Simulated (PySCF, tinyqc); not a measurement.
Inside a calculation (part 1 of 2). Method: RHF in the sto-3g basis, for CH+, spin multiplicity 1. The lowest restricted solution is unstable here: a spin-polarised one lies 0.0081 hartree lower (PySCF). Computed by tinyqc, a small Python program that keeps every step (integrals from PySCF). Settings: charge = 1, multiplicity = 1, basis = sto-3g, energy threshold = 1e-08, iteration cap = 67, orthogonalisation = canonical, start = core, DIIS depth = 8, DIIS from iteration = 2, method = RHF. Command: `OMP_NUM_THREADS=1 python tinyqc.py 27201 27202 out.jsonl` (the two numbers bound the seeds that draw the settings). One thread of a shared host (Intel(R) Xeon(R) Processor @ 2.60GHz), about 0.07 s of CPU time with the checks. Later iterations appear only in the table of the cycle.

## One-electron integrals

Geometry (angstrom):
```
atom        x        y        z
C     0.00000  0.00000  0.00000
H     0.00000  0.00000  1.50800
```

Basis sto-3g: exponents (1/bohr^2) and contraction coefficients of normalised primitives:
```
element  l (shell)  exponent  coefficient
C            s (1)  71.61684      0.15433
C            s (1)  13.04510      0.53533
C            s (1)   3.53051      0.44463
C            s (2)   2.94125     -0.09997
C            s (2)   0.68348      0.39951
C            s (2)   0.22229      0.70012
C            p (3)   2.94125      0.15592
C            p (3)   0.68348      0.60768
C            p (3)   0.22229      0.39196
H            s (1)   3.42525      0.15433
H            s (1)   0.62391      0.53533
H            s (1)   0.16886      0.44463
```

Overlap, kinetic and nuclear-attraction integrals over the contracted functions; the nuclear repulsion is the sum of Za Zb / Rab.

nuclear repulsion = 2.1054796 hartree

overlap S, order 1C 1s, 1C 2s, 1C 2px, 1C 2py, 1C 2pz, 2H 1s:
$$\begin{pmatrix}
1.00000 & 0.24836 & 0.00000 & 0.00000 & 0.00000 & 0.02407 \\
0.24836 & 1.00000 & 0.00000 & 0.00000 & 0.00000 & 0.28248 \\
0.00000 & 0.00000 & 1.00000 & 0.00000 & 0.00000 & 0.00000 \\
0.00000 & 0.00000 & 0.00000 & 1.00000 & 0.00000 & 0.00000 \\
0.00000 & 0.00000 & 0.00000 & 0.00000 & 1.00000 & 0.30969 \\
0.02407 & 0.28248 & 0.00000 & 0.00000 & 0.30969 & 1.00000
\end{pmatrix}$$

kinetic energy T (hartree), order 1C 1s, 1C 2s, 1C 2px, 1C 2py, 1C 2pz, 2H 1s:
$$\begin{pmatrix}
15.89112 & -0.08589 & 0.00000 & 0.00000 & 0.00000 & -0.00717 \\
-0.08589 & 0.47225 & 0.00000 & 0.00000 & 0.00000 & 0.01659 \\
0.00000 & 0.00000 & 1.47773 & 0.00000 & 0.00000 & 0.00000 \\
0.00000 & 0.00000 & 0.00000 & 1.47773 & 0.00000 & 0.00000 \\
0.00000 & 0.00000 & 0.00000 & 0.00000 & 1.47773 & 0.07878 \\
-0.00717 & 0.01659 & 0.00000 & 0.00000 & 0.07878 & 0.76003
\end{pmatrix}$$

nuclear attraction V (hartree), order 1C 1s, 1C 2s, 1C 2px, 1C 2py, 1C 2pz, 2H 1s:
$$\begin{pmatrix}
-34.00365 & -4.27938 & 0.00000 & 0.00000 & -0.00885 & -0.42093 \\
-4.27938 & -5.53942 & 0.00000 & 0.00000 & -0.10085 & -1.18991 \\
0.00000 & 0.00000 & -5.47727 & 0.00000 & 0.00000 & 0.00000 \\
0.00000 & 0.00000 & 0.00000 & -5.47727 & 0.00000 & 0.00000 \\
-0.00885 & -0.10085 & 0.00000 & 0.00000 & -5.53830 & -1.19300 \\
-0.42093 & -1.18991 & 0.00000 & 0.00000 & -1.19300 & -3.32386
\end{pmatrix}$$

core Hamiltonian H = T + V (hartree), order 1C 1s, 1C 2s, 1C 2px, 1C 2py, 1C 2pz, 2H 1s:
$$\begin{pmatrix}
-18.11253 & -4.36527 & 0.00000 & 0.00000 & -0.00885 & -0.42810 \\
-4.36527 & -5.06717 & 0.00000 & 0.00000 & -0.10085 & -1.17332 \\
0.00000 & 0.00000 & -3.99954 & 0.00000 & 0.00000 & 0.00000 \\
0.00000 & 0.00000 & 0.00000 & -3.99954 & 0.00000 & 0.00000 \\
-0.00885 & -0.10085 & 0.00000 & 0.00000 & -4.06058 & -1.11423 \\
-0.42810 & -1.17332 & 0.00000 & 0.00000 & -1.11423 & -2.56383
\end{pmatrix}$$

## Two-electron integrals

Functions are numbered as in S; the eight-fold symmetry (ij|kl) = (ji|kl) = (kl|ij) leaves the list below.

Two-electron integrals (ij|kl) in chemists' order, unique and non-zero (hartree):
```
(11|11) 3.54195   (21|11) 0.57692   (21|21) 0.11189   (22|11) 0.85468
(22|21) 0.20528   (22|22) 0.62471   (31|31) 0.02030   (32|31) 0.03086
(32|32) 0.13800   (33|11) 0.85244   (33|21) 0.20534   (33|22) 0.62457
(33|33) 0.67283   (41|41) 0.02030   (42|41) 0.03086   (42|42) 0.13800
(43|43) 0.03627   (44|11) 0.85244   (44|21) 0.20534   (44|22) 0.62457
(44|33) 0.60030   (44|44) 0.67283   (51|51) 0.02030   (52|51) 0.03086
(52|52) 0.13800   (53|53) 0.03627   (54|54) 0.03627   (55|11) 0.85244
(55|21) 0.20534   (55|22) 0.62457   (55|33) 0.60030   (55|44) 0.60030
(55|55) 0.67283   (61|11) 0.05613   (61|21) 0.01083   (61|22) 0.01986
(61|33) 0.01980   (61|44) 0.01980   (61|51) 0.00062   (61|52) 0.00117
(61|55) 0.01998   (61|61) 0.00107   (62|11) 0.16596   (62|21) 0.04055
(62|22) 0.14019   (62|33) 0.13661   (62|44) 0.13661   (62|51) 0.00379
(62|52) 0.02879   (62|55) 0.14719   (62|61) 0.00409   (62|62) 0.04579
(63|31) 0.00368   (63|32) 0.02066   (63|53) 0.00528   (63|63) 0.00489
(64|41) 0.00368   (64|42) 0.02066   (64|54) 0.00528   (64|64) 0.00489
(65|11) 0.15586   (65|21) 0.03851   (65|22) 0.14115   (65|33) 0.13438
(65|44) 0.13438   (65|51) 0.00668   (65|52) 0.04657   (65|55) 0.15452
(65|61) 0.00402   (65|62) 0.05451   (65|65) 0.06860   (66|11) 0.34943
(66|21) 0.08671   (66|22) 0.34265   (66|33) 0.32676   (66|44) 0.32676
(66|51) 0.00853   (66|52) 0.09059   (66|55) 0.37395   (66|61) 0.00879
(66|62) 0.15416   (66|65) 0.20132   (66|66) 0.77461
```

## Orthogonalisation

S = U s U^T; canonical form X = U s^(-1/2), so that X^T S X = 1. Each column of U has its largest component positive (the first on a tie).

eigenvalues of S: [0.55167, 0.82232, 1.00000, 1.00000, 1.15903, 1.46698]

X, order 1C 1s, 1C 2s, 1C 2px, 1C 2py, 1C 2pz, 2H 1s:
$$\begin{pmatrix}
0.36964 & 0.72809 & 0.00000 & 0.00000 & 0.57245 & 0.27244 \\
-0.75133 & -0.48863 & 0.00000 & 0.00000 & 0.39385 & 0.46151 \\
0.00000 & 0.00000 & -0.09536 & 0.99544 & 0.00000 & 0.00000 \\
0.00000 & 0.00000 & 0.99544 & 0.09536 & 0.00000 & 0.00000 \\
-0.59921 & 0.58004 & 0.00000 & 0.00000 & -0.54834 & 0.34712 \\
0.86746 & -0.33280 & 0.00000 & 0.00000 & -0.28158 & 0.52342
\end{pmatrix}$$

Within a degenerate level the vectors are fixed only up to a rotation; this is one choice.

## Starting guess

The start is the orbitals of the core Hamiltonian; D = 2 C_occ C_occ^T.

D at the start, order 1C 1s, 1C 2s, 1C 2px, 1C 2py, 1C 2pz, 2H 1s:
$$\begin{pmatrix}
2.13531 & -0.54931 & 0.00000 & 0.00000 & -0.02230 & 0.04980 \\
-0.54931 & 2.22781 & 0.00000 & 0.00000 & 0.11142 & -0.19291 \\
0.00000 & 0.00000 & 0.00000 & 0.00000 & 0.00000 & 0.00000 \\
0.00000 & 0.00000 & 0.00000 & 0.00000 & 0.00000 & 0.00000 \\
-0.02230 & 0.11142 & 0.00000 & 0.00000 & 2.12690 & -0.24918 \\
0.04980 & -0.19291 & 0.00000 & 0.00000 & -0.24918 & 0.04375
\end{pmatrix}$$

## Iteration 1: building the Fock matrix

J_ij = sum D_kl (ij|kl), K_ij = sum D_kl (ik|jl); F = H + J - 0.5 K; E = tr D H + tr D J / 2 - 0.25 tr D K + E_nn.

Coulomb J (hartree), order 1C 1s, 1C 2s, 1C 2px, 1C 2py, 1C 2pz, 2H 1s:
$$\begin{pmatrix}
10.52565 & 1.97308 & 0.00000 & 0.00000 & 0.00162 & 0.19184 \\
1.97308 & 4.21215 & 0.00000 & 0.00000 & -0.00086 & 0.90378 \\
0.00000 & 0.00000 & 4.15941 & 0.00000 & 0.00000 & 0.00000 \\
0.00000 & 0.00000 & 0.00000 & 4.15941 & 0.00000 & 0.00000 \\
0.00162 & -0.00086 & 0.00000 & 0.00000 & 4.30166 & 0.89768 \\
0.19184 & 0.90378 & 0.00000 & 0.00000 & 0.89768 & 2.10438
\end{pmatrix}$$

exchange K (hartree), order 1C 1s, 1C 2s, 1C 2px, 1C 2py, 1C 2pz, 2H 1s:
$$\begin{pmatrix}
7.22295 & 1.22003 & 0.00000 & 0.00000 & 0.00053 & 0.12570 \\
1.22003 & 1.63623 & 0.00000 & 0.00000 & 0.00313 & 0.31954 \\
0.00000 & 0.00000 & 0.38398 & 0.00000 & 0.00000 & 0.00000 \\
0.00000 & 0.00000 & 0.00000 & 0.38398 & 0.00000 & 0.00000 \\
0.00053 & 0.00313 & 0.00000 & 0.00000 & 1.65661 & 0.28355 \\
0.12570 & 0.31954 & 0.00000 & 0.00000 & 0.28355 & 0.13262
\end{pmatrix}$$

Fock matrix F (hartree), order 1C 1s, 1C 2s, 1C 2px, 1C 2py, 1C 2pz, 2H 1s:
$$\begin{pmatrix}
-11.19835 & -3.00220 & 0.00000 & 0.00000 & -0.00749 & -0.29911 \\
-3.00220 & -1.67313 & 0.00000 & 0.00000 & -0.10328 & -0.42931 \\
0.00000 & 0.00000 & -0.03212 & 0.00000 & 0.00000 & 0.00000 \\
0.00000 & 0.00000 & 0.00000 & -0.03212 & 0.00000 & 0.00000 \\
-0.00749 & -0.10328 & 0.00000 & 0.00000 & -0.58722 & -0.35833 \\
-0.29911 & -0.42931 & 0.00000 & 0.00000 & -0.35833 & -0.52576
\end{pmatrix}$$

total energy of this density = -37.0423498 hartree

## Iteration 1: diagonalisation and new density

Diagonalise F' = X^T F X, C = X C', fill 3 alpha and 3 beta electrons from the bottom; D = 2 C_occ C_occ^T. Each column has its largest component positive (the first on a tie).

F' = X^T F X (hartree):
$$\begin{pmatrix}
-0.76283 & -1.40042 & 0.00000 & 0.00000 & -1.34380 & -0.63311 \\
-1.40042 & -4.25964 & 0.00000 & 0.00000 & -4.17121 & -2.47153 \\
0.00000 & 0.00000 & -0.03212 & 0.00000 & 0.00000 & 0.00000 \\
0.00000 & 0.00000 & 0.00000 & -0.03212 & 0.00000 & 0.00000 \\
-1.34380 & -4.17121 & 0.00000 & 0.00000 & -5.37097 & -2.92651 \\
-0.63311 & -2.47153 & 0.00000 & 0.00000 & -2.92651 & -2.61471
\end{pmatrix}$$

orbital energies (hartree): MO1 -11.20358, MO2 -0.97433, MO3 -0.60982, MO4 -0.22043, MO5 -0.03212, MO6 -0.03212

coefficients C, order 1C 1s, 1C 2s, 1C 2px, 1C 2py, 1C 2pz, 2H 1s:
$$\begin{pmatrix}
0.99386 & -0.24942 & 0.12154 & 0.06273 & 0.00000 & 0.00000 \\
0.02409 & 0.90410 & -0.49261 & -0.33277 & 0.00000 & 0.00000 \\
0.00000 & 0.00000 & 0.00000 & 0.00000 & 0.17946 & 0.98377 \\
0.00000 & 0.00000 & 0.00000 & 0.00000 & 0.98377 & -0.17946 \\
0.00212 & 0.26423 & 0.73823 & -0.70842 & 0.00000 & 0.00000 \\
-0.00406 & 0.19060 & 0.39325 & 1.01267 & 0.00000 & 0.00000
\end{pmatrix}$$

D after iteration 1, order 1C 1s, 1C 2s, 1C 2px, 1C 2py, 1C 2pz, 2H 1s:
$$\begin{pmatrix}
2.12948 & -0.52284 & 0.00000 & 0.00000 & 0.05187 & -0.00755 \\
-0.52284 & 2.12128 & 0.00000 & 0.00000 & -0.24945 & -0.04298 \\
0.00000 & 0.00000 & 0.00000 & 0.00000 & 0.00000 & 0.00000 \\
0.00000 & 0.00000 & 0.00000 & 0.00000 & 0.00000 & 0.00000 \\
0.05187 & -0.24945 & 0.00000 & 0.00000 & 1.22962 & 0.68133 \\
-0.00755 & -0.04298 & 0.00000 & 0.00000 & 0.68133 & 0.38198
\end{pmatrix}$$

Within a degenerate level the vectors are fixed only up to a rotation; this is one choice.

## Iteration 2: building the Fock matrix

As before.

Coulomb J (hartree), order 1C 1s, 1C 2s, 1C 2px, 1C 2py, 1C 2pz, 2H 1s:
$$\begin{pmatrix}
10.13115 & 1.88145 & 0.00000 & 0.00000 & -0.00127 & 0.18284 \\
1.88145 & 4.00940 & 0.00000 & 0.00000 & 0.02993 & 0.90457 \\
0.00000 & 0.00000 & 3.95944 & 0.00000 & 0.00000 & 0.00000 \\
0.00000 & 0.00000 & 0.00000 & 3.95944 & 0.00000 & 0.00000 \\
-0.00127 & 0.02993 & 0.00000 & 0.00000 & 4.09319 & 0.92413 \\
0.18284 & 0.90457 & 0.00000 & 0.00000 & 0.92413 & 2.35263
\end{pmatrix}$$

exchange K (hartree), order 1C 1s, 1C 2s, 1C 2px, 1C 2py, 1C 2pz, 2H 1s:
$$\begin{pmatrix}
7.20099 & 1.19759 & 0.00000 & 0.00000 & 0.00316 & 0.12424 \\
1.19759 & 1.56252 & 0.00000 & 0.00000 & -0.03275 & 0.44615 \\
0.00000 & 0.00000 & 0.35551 & 0.00000 & 0.00000 & 0.00000 \\
0.00000 & 0.00000 & 0.00000 & 0.35551 & 0.00000 & 0.00000 \\
0.00316 & -0.03275 & 0.00000 & 0.00000 & 1.36367 & 0.57493 \\
0.12424 & 0.44615 & 0.00000 & 0.00000 & 0.57493 & 0.70952
\end{pmatrix}$$

Fock matrix F (hartree), order 1C 1s, 1C 2s, 1C 2px, 1C 2py, 1C 2pz, 2H 1s:
$$\begin{pmatrix}
-11.58188 & -3.08262 & 0.00000 & 0.00000 & -0.01170 & -0.30738 \\
-3.08262 & -1.83903 & 0.00000 & 0.00000 & -0.05454 & -0.49182 \\
0.00000 & 0.00000 & -0.21785 & 0.00000 & 0.00000 & 0.00000 \\
0.00000 & 0.00000 & 0.00000 & -0.21785 & 0.00000 & 0.00000 \\
-0.01170 & -0.05454 & 0.00000 & 0.00000 & -0.64922 & -0.47757 \\
-0.30738 & -0.49182 & 0.00000 & 0.00000 & -0.47757 & -0.56596
\end{pmatrix}$$

total energy of this density = -37.4053052 hartree

## Iteration 2: diagonalisation and new density

As before.

F' = X^T F X (hartree):
$$\begin{pmatrix}
-0.67084 & -1.55602 & 0.00000 & 0.00000 & -1.35389 & -0.64536 \\
-1.55602 & -4.47212 & 0.00000 & 0.00000 & -4.25870 & -2.52817 \\
0.00000 & 0.00000 & -0.21785 & 0.00000 & 0.00000 & 0.00000 \\
0.00000 & 0.00000 & 0.00000 & -0.21785 & 0.00000 & 0.00000 \\
-1.35389 & -4.25870 & 0.00000 & 0.00000 & -5.61919 & -2.99523 \\
-0.64536 & -2.52817 & 0.00000 & 0.00000 & -2.99523 & -2.77829
\end{pmatrix}$$

orbital energies (hartree): MO1 -11.58633, MO2 -1.11812, MO3 -0.76580, MO4 -0.21785, MO5 -0.21785, MO6 -0.07018

coefficients C, order 1C 1s, 1C 2s, 1C 2px, 1C 2py, 1C 2pz, 2H 1s:
$$\begin{pmatrix}
0.99442 & -0.25438 & 0.09975 & 0.00000 & 0.00000 & 0.07167 \\
0.02195 & 0.92787 & -0.42052 & 0.00000 & 0.00000 & -0.36484 \\
0.00000 & 0.00000 & 0.00000 & 0.90479 & -0.42587 & 0.00000 \\
0.00000 & 0.00000 & 0.00000 & 0.42587 & 0.90479 & 0.00000 \\
0.00219 & 0.15877 & 0.73263 & 0.00000 & 0.00000 & -0.74479 \\
-0.00359 & 0.20425 & 0.44584 & 0.00000 & 0.00000 & 0.98792
\end{pmatrix}$$

D after iteration 2, order 1C 1s, 1C 2s, 1C 2px, 1C 2py, 1C 2pz, 2H 1s:
$$\begin{pmatrix}
2.12707 & -0.51229 & 0.00000 & 0.00000 & 0.06975 & -0.02212 \\
-0.51229 & 2.07653 & 0.00000 & 0.00000 & -0.32143 & 0.00392 \\
0.00000 & 0.00000 & 0.00000 & 0.00000 & 0.00000 & 0.00000 \\
0.00000 & 0.00000 & 0.00000 & 0.00000 & 0.00000 & 0.00000 \\
0.06975 & -0.32143 & 0.00000 & 0.00000 & 1.12393 & 0.71811 \\
-0.02212 & 0.00392 & 0.00000 & 0.00000 & 0.71811 & 0.48100
\end{pmatrix}$$

Within a degenerate level the vectors are fixed only up to a rotation; this is one choice.

## Iteration 3: building the Fock matrix

As before.

Coulomb J (hartree), order 1C 1s, 1C 2s, 1C 2px, 1C 2py, 1C 2pz, 2H 1s:
$$\begin{pmatrix}
10.06647 & 1.86644 & 0.00000 & 0.00000 & -0.00331 & 0.18131 \\
1.86644 & 3.97460 & 0.00000 & 0.00000 & 0.02623 & 0.90264 \\
0.00000 & 0.00000 & 3.92481 & 0.00000 & 0.00000 & 0.00000 \\
0.00000 & 0.00000 & 0.00000 & 3.92481 & 0.00000 & 0.00000 \\
-0.00331 & 0.02623 & 0.00000 & 0.00000 & 4.05803 & 0.92543 \\
0.18131 & 0.90264 & 0.00000 & 0.00000 & 0.92543 & 2.39175
\end{pmatrix}$$

exchange K (hartree), order 1C 1s, 1C 2s, 1C 2px, 1C 2py, 1C 2pz, 2H 1s:
$$\begin{pmatrix}
7.19703 & 1.19480 & 0.00000 & 0.00000 & 0.00272 & 0.12369 \\
1.19480 & 1.54266 & 0.00000 & 0.00000 & -0.06354 & 0.46154 \\
0.00000 & 0.00000 & 0.34881 & 0.00000 & 0.00000 & 0.00000 \\
0.00000 & 0.00000 & 0.00000 & 0.34881 & 0.00000 & 0.00000 \\
0.00272 & -0.06354 & 0.00000 & 0.00000 & 1.30932 & 0.58673 \\
0.12369 & 0.46154 & 0.00000 & 0.00000 & 0.58673 & 0.79832
\end{pmatrix}$$

Fock matrix F (hartree), order 1C 1s, 1C 2s, 1C 2px, 1C 2py, 1C 2pz, 2H 1s:
$$\begin{pmatrix}
-11.64458 & -3.09623 & 0.00000 & 0.00000 & -0.01352 & -0.30864 \\
-3.09623 & -1.86390 & 0.00000 & 0.00000 & -0.04285 & -0.50145 \\
0.00000 & 0.00000 & -0.24913 & 0.00000 & 0.00000 & 0.00000 \\
0.00000 & 0.00000 & 0.00000 & -0.24913 & 0.00000 & 0.00000 \\
-0.01352 & -0.04285 & 0.00000 & 0.00000 & -0.65720 & -0.48216 \\
-0.30864 & -0.50145 & 0.00000 & 0.00000 & -0.48216 & -0.57124
\end{pmatrix}$$

total energy of this density = -37.4133451 hartree

## Iteration 3: DIIS over 2 matrices

error matrix X^T (FDS - SDF) X:
$$\begin{pmatrix}
0.00000 & 0.01510 & 0.00000 & 0.00000 & -0.00507 & -0.01187 \\
-0.01510 & 0.00000 & 0.00000 & 0.00000 & 0.00195 & 0.00310 \\
0.00000 & 0.00000 & 0.00000 & 0.00000 & 0.00000 & 0.00000 \\
0.00000 & 0.00000 & 0.00000 & 0.00000 & 0.00000 & 0.00000 \\
0.00507 & -0.00195 & 0.00000 & 0.00000 & 0.00000 & 0.00049 \\
0.01187 & -0.00310 & 0.00000 & 0.00000 & -0.00049 & 0.00000
\end{pmatrix}$$

B (overlaps of the stored error matrices):
$$\begin{pmatrix}
2.7610075e-02 & 3.4953259e-03 \\
3.4953259e-03 & 8.1610564e-04
\end{pmatrix}$$

Minimise |sum c_i e_i|^2 with sum c_i = 1: solve [B -1; -1 0][c; lambda] = [0; -1] with B_ij = tr e_i^T e_j, and take F = sum c_i F_i.

DIIS coefficients: [-0.12499, 1.12499]

extrapolated F (hartree), order 1C 1s, 1C 2s, 1C 2px, 1C 2py, 1C 2pz, 2H 1s:
$$\begin{pmatrix}
-11.65242 & -3.09793 & 0.00000 & 0.00000 & -0.01375 & -0.30879 \\
-3.09793 & -1.86701 & 0.00000 & 0.00000 & -0.04139 & -0.50265 \\
0.00000 & 0.00000 & -0.25304 & 0.00000 & 0.00000 & 0.00000 \\
0.00000 & 0.00000 & 0.00000 & -0.25304 & 0.00000 & 0.00000 \\
-0.01375 & -0.04139 & 0.00000 & 0.00000 & -0.65820 & -0.48274 \\
-0.30879 & -0.50265 & 0.00000 & 0.00000 & -0.48274 & -0.57190
\end{pmatrix}$$

## Iteration 3: diagonalisation and new density

As before.

F' = X^T F X (hartree):
$$\begin{pmatrix}
-0.66412 & -1.57320 & 0.00000 & 0.00000 & -1.35921 & -0.65069 \\
-1.57320 & -4.51901 & 0.00000 & 0.00000 & -4.27346 & -2.53624 \\
0.00000 & 0.00000 & -0.25304 & 0.00000 & 0.00000 & 0.00000 \\
0.00000 & 0.00000 & 0.00000 & -0.25304 & 0.00000 & 0.00000 \\
-1.35921 & -4.27346 & 0.00000 & 0.00000 & -5.65985 & -3.01520 \\
-0.65069 & -2.53624 & 0.00000 & 0.00000 & -3.01520 & -2.79973
\end{pmatrix}$$

orbital energies (hartree): MO1 -11.65676, MO2 -1.14079, MO3 -0.78363, MO4 -0.25304, MO5 -0.25304, MO6 -0.06153

coefficients C, order 1C 1s, 1C 2s, 1C 2px, 1C 2py, 1C 2pz, 2H 1s:
$$\begin{pmatrix}
0.99451 & -0.25657 & 0.09067 & 0.00000 & 0.00000 & 0.07468 \\
0.02164 & 0.93768 & -0.38773 & 0.00000 & 0.00000 & -0.37594 \\
0.00000 & 0.00000 & 0.00000 & 0.99088 & 0.13473 & 0.00000 \\
0.00000 & 0.00000 & 0.00000 & -0.13473 & 0.99088 & 0.00000 \\
0.00234 & 0.12655 & 0.74046 & 0.00000 & 0.00000 & -0.74322 \\
-0.00358 & 0.19926 & 0.44856 & 0.00000 & 0.00000 & 0.98771
\end{pmatrix}$$

D after iteration 3, order 1C 1s, 1C 2s, 1C 2px, 1C 2py, 1C 2pz, 2H 1s:
$$\begin{pmatrix}
2.12619 & -0.50844 & 0.00000 & 0.00000 & 0.07400 & -0.02803 \\
-0.50844 & 2.06008 & 0.00000 & 0.00000 & -0.33678 & 0.02569 \\
0.00000 & 0.00000 & 0.00000 & 0.00000 & 0.00000 & 0.00000 \\
0.00000 & 0.00000 & 0.00000 & 0.00000 & 0.00000 & 0.00000 \\
0.07400 & -0.33678 & 0.00000 & 0.00000 & 1.12861 & 0.71469 \\
-0.02803 & 0.02569 & 0.00000 & 0.00000 & 0.71469 & 0.48184
\end{pmatrix}$$

Within a degenerate level the vectors are fixed only up to a rotation; this is one choice.

## Iteration 6 (converged): orbitals

converged F (hartree), order 1C 1s, 1C 2s, 1C 2px, 1C 2py, 1C 2pz, 2H 1s:
$$\begin{pmatrix}
-11.64727 & -3.09703 & 0.00000 & 0.00000 & -0.01432 & -0.30865 \\
-3.09703 & -1.86359 & 0.00000 & 0.00000 & -0.04175 & -0.50424 \\
0.00000 & 0.00000 & -0.25010 & 0.00000 & 0.00000 & 0.00000 \\
0.00000 & 0.00000 & 0.00000 & -0.25010 & 0.00000 & 0.00000 \\
-0.01432 & -0.04175 & 0.00000 & 0.00000 & -0.65958 & -0.48258 \\
-0.30865 & -0.50424 & 0.00000 & 0.00000 & -0.48258 & -0.57414
\end{pmatrix}$$

As before.

F' = X^T F X (hartree):
$$\begin{pmatrix}
-0.66224 & -1.56945 & 0.00000 & 0.00000 & -1.35991 & -0.65186 \\
-1.56945 & -4.51775 & 0.00000 & 0.00000 & -4.27195 & -2.53525 \\
0.00000 & 0.00000 & -0.25010 & 0.00000 & 0.00000 & 0.00000 \\
0.00000 & 0.00000 & 0.00000 & -0.25010 & 0.00000 & 0.00000 \\
-1.35991 & -4.27195 & 0.00000 & 0.00000 & -5.65695 & -3.01298 \\
-0.65186 & -2.53525 & 0.00000 & 0.00000 & -3.01298 & -2.80007
\end{pmatrix}$$

orbital energies (hartree): MO1 -11.65164, MO2 -1.13865, MO3 -0.78354, MO4 -0.25010, MO5 -0.25010, MO6 -0.06317

coefficients C, order 1C 1s, 1C 2s, 1C 2px, 1C 2py, 1C 2pz, 2H 1s:
$$\begin{pmatrix}
0.99450 & -0.25586 & 0.09209 & 0.00000 & 0.00000 & 0.07552 \\
0.02168 & 0.93433 & -0.39286 & 0.00000 & 0.00000 & -0.37895 \\
0.00000 & 0.00000 & 0.00000 & 0.97001 & -0.24305 & 0.00000 \\
0.00000 & 0.00000 & 0.00000 & 0.24305 & 0.97001 & 0.00000 \\
0.00240 & 0.12924 & 0.74093 & 0.00000 & 0.00000 & -0.74229 \\
-0.00361 & 0.20449 & 0.44565 & 0.00000 & 0.00000 & 0.98796
\end{pmatrix}$$

D after iteration 6, order 1C 1s, 1C 2s, 1C 2px, 1C 2py, 1C 2pz, 2H 1s:
$$\begin{pmatrix}
2.12594 & -0.50735 & 0.00000 & 0.00000 & 0.07512 & -0.02974 \\
-0.50735 & 2.05554 & 0.00000 & 0.00000 & -0.34054 & 0.03182 \\
0.00000 & 0.00000 & 0.00000 & 0.00000 & 0.00000 & 0.00000 \\
0.00000 & 0.00000 & 0.00000 & 0.00000 & 0.00000 & 0.00000 \\
0.07512 & -0.34054 & 0.00000 & 0.00000 & 1.13136 & 0.71323 \\
-0.02974 & 0.03182 & 0.00000 & 0.00000 & 0.71323 & 0.48086
\end{pmatrix}$$

Within a degenerate level the vectors are fixed only up to a rotation; this is one choice.

## Convergence

Stop when the energy changes by less than 1e-08 hartree and every element of the error matrix X^T (F D S - S D F) X is below 3e-05.

Course of the cycle:
```
iteration  E (hartree)     change  largest element of the error matrix
1          -37.0423498          -                             3.84e-01
2          -37.4053052  -3.63e-01                             1.01e-01
3          -37.4133451  -8.04e-03                             1.51e-02
4          -37.4136093  -2.64e-04                             3.67e-03
5          -37.4136217  -1.24e-05                             2.79e-05
6          -37.4136217  -2.90e-10                             5.18e-07
```

PySCF RHF in the same basis = -37.4136217 hartree

Converged in 6 iterations.
